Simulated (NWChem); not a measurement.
The numbers come from NWChem runs, not from measurements. System: CHO (+1), charge 1, spin multiplicity 1, at a geometry optimised with PBE/def2-SVP. The structure started from a generated list of species. Level: CCSD(T)/def2-TZVP, 2 core orbitals frozen.

Job file:

```
start mol
memory heap 100 mb stack 700 mb global 1900 mb
charge 1
geometry units angstroms nocenter noautoz
  C      0.000000     0.000000    -0.521915
  O      0.000000     0.000000     0.596550
  H      0.000000     0.000000    -1.640908
  symmetry group C2v
end
basis spherical
  * library def2-tzvp
end
scf
  rhf
  nopen 0
  maxiter 100
  thresh 1e-7
  semidirect memsize 60000000 filesize 0
end
ccsd
  freeze core 2
  maxiter 60
end
task ccsd(t) energy
```

Part of the output:

```
             Northwest Computational Chemistry Package (NWChem) 7.3.0
             --------------------------------------------------------

                                NWChem Input Module
                                -------------------

 Scaling coordinates for geometry "geometry" by  1.889725989
 (inverse scale =  0.529177249)

 Turning off AUTOSYM since
 SYMMETRY directive was detected!

                             Geometry "geometry" -> ""
                             -------------------------

 Output coordinates in angstroms (scale by  1.889725989 to convert to a.u.)

  No.       Tag          Charge          X              Y              Z
 ---- ---------------- ---------- -------------- -------------- --------------
    1 C                    6.0000     0.00000000     0.00000000    -0.52191500
    2 O                    8.0000     0.00000000     0.00000000     0.59655000
    3 H                    1.0000     0.00000000     0.00000000    -1.64090800

 Effective nuclear repulsion energy (a.u.)      27.4396452047

            Nuclear Dipole moment (a.u.)
            ----------------------------
        X                 Y               Z
 ---------------- ---------------- ----------------
     0.0000000000     0.0000000000     0.0000037795

      Symmetry information
      --------------------

 Group name             C2v
 Group number             16
 Group order               4
 No. of unique centers     3

      Symmetry unique atoms

     1    2    3


 Summary of "ao basis" -> "" (spherical)
 ------------------------------------------------------------------------------
       Tag                 Description            Shells   Functions and Types
 ---------------- ------------------------------  ------  ---------------------
 *                         def2-tzvp                  on all atoms

 Summary of "ao basis" -> "ao basis" (spherical)
 ------------------------------------------------------------------------------
       Tag                 Description            Shells   Functions and Types
 ---------------- ------------------------------  ------  ---------------------
[...]
 ccsd(t): done       31 out of       61 progress:   50.8%
 ccsd(t): done       32 out of       61 progress:   52.5%
 ccsd(t): done       33 out of       61 progress:   54.1%
 ccsd(t): done       34 out of       61 progress:   55.7%
 ccsd(t): done       35 out of       61 progress:   57.4%
 ccsd(t): done       36 out of       61 progress:   59.0%
 ccsd(t): done       37 out of       61 progress:   60.7%
 ccsd(t): done       38 out of       61 progress:   62.3%
 ccsd(t): done       39 out of       61 progress:   63.9%
 ccsd(t): done       40 out of       61 progress:   65.6%
 ccsd(t): done       41 out of       61 progress:   67.2%
 ccsd(t): done       42 out of       61 progress:   68.9%
 ccsd(t): done       43 out of       61 progress:   70.5%
 ccsd(t): done       44 out of       61 progress:   72.1%
 ccsd(t): done       45 out of       61 progress:   73.8%
 ccsd(t): done       46 out of       61 progress:   75.4%
 ccsd(t): done       47 out of       61 progress:   77.0%
 ccsd(t): done       48 out of       61 progress:   78.7%
 ccsd(t): done       49 out of       61 progress:   80.3%
 ccsd(t): done       50 out of       61 progress:   82.0%
 ccsd(t): done       51 out of       61 progress:   83.6%
 ccsd(t): done       52 out of       61 progress:   85.2%
 ccsd(t): done       53 out of       61 progress:   86.9%
 ccsd(t): done       54 out of       61 progress:   88.5%
 ccsd(t): done       55 out of       61 progress:   90.2%
 ccsd(t): done       56 out of       61 progress:   91.8%
 ccsd(t): done       57 out of       61 progress:   93.4%
 ccsd(t): done       58 out of       61 progress:   95.1%
 ccsd(t): done       59 out of       61 progress:   96.7%
 ccsd(t): done       60 out of       61 progress:   98.4%
 ccsd(t): done       61 out of       61 progress:  100.0%
 Time for integral evaluation pass     1        1.15
 Time for triples evaluation pass      1        0.52

 pseudo-e(mp4)  -0.19101553726496E-01
 pseudo-e(mp5)   0.18503214972670E-02
        e(t)    -0.17251232229229E-01

 --------------
 CCSD(T) Energy
 --------------
 Reference energy:                    -113.011904906640652

 CCSD corr. energy:                     -0.363985913419990
 T(CCSD) corr. energy:                  -0.019101553726496
 Total CCSD+T(CCSD) energy:           -113.394992373787133

 CCSD corr. energy:                     -0.363985913419990
 (T) corr. energy:                      -0.017251232229229
 Total CCSD(T) energy:                -113.393142052289875

 routine      calls  cpu(0)   cpu-min  cpu-ave  cpu-max   i/o
 aoccsd          1     0.00     0.00     0.00     0.00    0.00
 iterdrv         1     0.01     0.01     0.01     0.01    0.00
 pampt          10     0.02     0.02     0.02     0.02    0.00
 t2pm           10     0.04     0.04     0.04     0.04    0.00
 sxy            10     0.13     0.13     0.13     0.13    0.00
 ints      1230570    15.40    15.40    15.40    15.40    0.00
 t2eri        3510     1.20     1.20     1.20     1.20    0.00
 idx2         3510     0.13     0.13     0.13     0.13    0.00
 idx34          10     0.01     0.01     0.01     0.01    0.00
 ht2pm          10     0.05     0.05     0.05     0.05    0.00
 itm            10     0.16     0.16     0.16     0.16    0.00
 pdiis          10     0.01     0.01     0.01     0.01    0.00
 triples         1     0.00     0.00     0.00     0.00    0.00
 rdtrpo          1     0.00     0.00     0.00     0.00    0.00
 trpmos          1     1.15     1.15     1.15     1.15    0.00
 trpdrv          1     0.07     0.07     0.07     0.07    0.00
 dovvv        9150     0.26     0.26     0.26     0.26    0.00
 doooo        9150     0.04     0.04     0.04     0.04    0.00
 tengy        7625     0.15     0.15     0.15     0.15    0.00
 Total                18.82    18.82    18.82    18.82    0.00

 Task  times  cpu:       20.0s     wall:       20.0s

 Total times  cpu:       20.1s     wall:       20.1s
```
